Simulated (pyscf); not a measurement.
H₃Ge–AsH₂ + H₂O → HO–AsH₂ + GeH₄, a four-centre exchange (singlet surface; As–Ge, H–O broken, As–O, Ge–H formed). Single points on ωB97X-D3(BJ)/def2-SVP structures (PySCF, gas phase). Energies in kcal/mol from the separated reactants.

Small-basis levels: PySCF, no dispersion term, spherical d functions. AM1 to PM7: differences of heats of formation from MOPAC, which are fitted to 298 K values and so differ in kind from electronic energies by zero-point and thermal terms. Cost: rough CPU time at the saddle relative to B3LYP/6-31G*+LANL2DZ, from one job on a shared machine.

| level | barrier | reaction energy | cost |
|---|---|---|---|
| HF/STO-3G | 92.4 | +14.6 | 0.1 |
| HF/3-21G | 58.7 | +2.0 | 0.2 |
| HF/6-31G*+LANL2DZ | 74.3 | +12.7 | 0.1 |
| B3LYP/6-311+G**+LANL2DZ | 57.3 | +17.2 | 2 |
| PBE/def2-SVP | 43.5 | +14.9 | 4 |
| AM1 | 33.8 | +28.2 | under 0.02 |
| PM3 | 57.6 | +17.3 | under 0.02 |
| ωB97M-D3(BJ)/def2-TZVP | 57.8 | +14.8 | – |

Against the last row the barrier runs from -24.0 (AM1) to +34.5 kcal/mol (HF/STO-3G). ωB97M-D3(BJ)/def2-TZVP has limits of its own. The same reactants have a lower exit, to AsH₃ + HO–GeH₃ (barrier +39.9 kcal/mol at ωB97M-D3(BJ)/def2-TZVP, against +57.8 kcal/mol here). One saddle was located; it need not be the lowest between these sides. In the def2 sets elements up to Kr have no core potential.
